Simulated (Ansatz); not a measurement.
Reaction: CHCl3 (chloroform, SMILES ClC(Cl)Cl) → CHCl2 (SMILES Cl[CH]Cl, doublet) + Cl (doublet) (the C-Cl bond breaks)
Each species at its own B3LYP-D3(BJ)/def2-TZVP minimum (Ansatz, a program for electronic structure).

Property: bond dissociation energy (electronic), in kJ/mol. Radicals and triplets start from unrestricted determinants; spin-orbit coupling is neglected. CBS(X,Y): correlation extrapolated as X^-3, Hartree-Fock from the larger set (Q,5: extrapolated as (X+1)exp(-9√X)). A bracket is a step between two methods taken in the basis named. The functionals are non-relativistic, so their misses hold any scalar relativity. 'core' is core correlation in cc-pwCVTZ (1s frozen past Ne), 'X2C' scalar relativity in cc-pVTZ-DK, both at CCSD(T).

CCSD(T)/CBS(cc-pV(Q+d)Z,cc-pV(5+d)Z) + [CCSDT(Q) - CCSD(T)]/cc-pV(D+d)Z + core + X2C (Ansatz) gives 322.9 kJ/mol.

Task: What does PBE/def2-TZVPD (Ansatz) give here, and how do the other levels compare?

Result: PBE gives 316.2 kJ/mol, 6.7 kJ/mol below it. Differences of the others: r2SCAN/def2-TZVPD (Ansatz) -22.0; B3LYP/def2-TZVPD (Ansatz) -37.0; PBE0/def2-TZVPD (Ansatz) -18.1; CCSD(T)/CBS(cc-pV(Q+d)Z,cc-pV(5+d)Z) + core + X2C (Ansatz) 0.2 kJ/mol. Nearer than PBE: CCSD(T)/CBS(cc-pV(Q+d)Z,cc-pV(5+d)Z) + core + X2C.
